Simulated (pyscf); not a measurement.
## Four-centre exchange: HO–Sn(Cl)(Cl)–Cl (SMILES [OH][Sn]([Cl])([Cl])[Cl]) + H₂O (SMILES O) -> HO–Sn(Cl)(Cl)–Cl (SMILES [OH][Sn]([Cl])([Cl])[Cl]) + H₂O (SMILES O)

Gas phase, singlet surface, charge 0. Bonds broken: O1–H8, H6–O7. Bonds formed: O1–H6, O7–H8. PySCF, gas phase, ωB97X-D3(BJ)/def2-SVP geometries.

Transition state (Å):

```xyz
9

O      0.2171    -0.3286     1.3677
Sn     0.6892     0.2966    -0.3649
Cl     2.3397     1.9085    -0.4968
Cl    -1.3360     1.3630    -1.0245
Cl     1.1342    -1.2952    -1.9799
H     -1.3378    -0.5619     1.4927
O     -1.9204     0.2253     1.8874
H     -0.9240     0.5524     2.0064
H     -2.1963     0.7041     1.0729
```

One imaginary mode, 1217i cm⁻¹; descent along it reached the two sides named, in the forms told below.

```
bond   change  reactant side (Å)  saddle  product side
-----  ------  -----------------  ------  ------------
O1–H8  breaks              0.969   1.577           3.5
H6–O7  breaks              0.970   1.056         2.270
O1–H6   forms                3.5   1.577         0.968
O7–H8   forms              2.270   1.055         0.969
```

Electronic energies relative to the separated reactants (kJ/mol):

| level | barrier | reaction energy | reverse barrier |
|---|---|---|---|
| ωB97X-D3(BJ)/def2-TZVP | 147.8 | 0.0 | 147.8 |
| PBE/def2-TZVP | 117.4 | 0.0 | 117.4 |
| r²SCAN/def2-TZVP | 127.8 | 0.0 | 127.8 |
| B3LYP-D3(BJ)/def2-TZVP | 136.3 | 0.0 | 136.3 |
| PBE0-D3(BJ)/def2-TZVP | 133.5 | 0.0 | 133.5 |
| M06-2X/def2-TZVP | 148.0 | 0.0 | 148.0 |
| ωB97M-D3(BJ)/def2-TZVP | 144.3 | 0.0 | 144.3 |
| HF/def2-TZVP | 230.5 | 0.0 | 230.5 |

With ωB97M-D3(BJ)/def2-TZVP energies and thermal terms (ideal gas, 1 atm, RRHO with modes under 100 cm⁻¹ raised to 100, one conformer, R ln 2 for chiral ones without a mode under 150 cm⁻¹), in kJ/mol:

```csv
T (K),ΔH‡,ΔG‡,ΔH,ΔG
298,144.1,193.1,0.0,0.0
600,142.1,243.7,0.0,0.0
900,142.8,294.5,0.0,0.0
1200,145.0,344.7,0.0,0.0
```

On the reactant side the descent ends in a bound adduct (not fully relaxed), 51.0 kJ/mol under the separated species and 198.9 kJ/mol under the saddle at ωB97X-D3(BJ)/def2-TZVP. On the product side the descent ends in a bound adduct (not fully relaxed), 51.1 kJ/mol under the separated species and 198.9 kJ/mol under the saddle at ωB97X-D3(BJ)/def2-TZVP. The same reactants have a lower exit, to HO–Sn(OH)(Cl)–Cl + HCl (highest point, the separated products, at +56.9 kJ/mol at ωB97M-D3(BJ)/def2-TZVP, against +144.3 kJ/mol here). This is the saddle that the search found; another between the same sides may lie lower. Elements past Kr carry the def2 core potentials, without spin-orbit coupling.
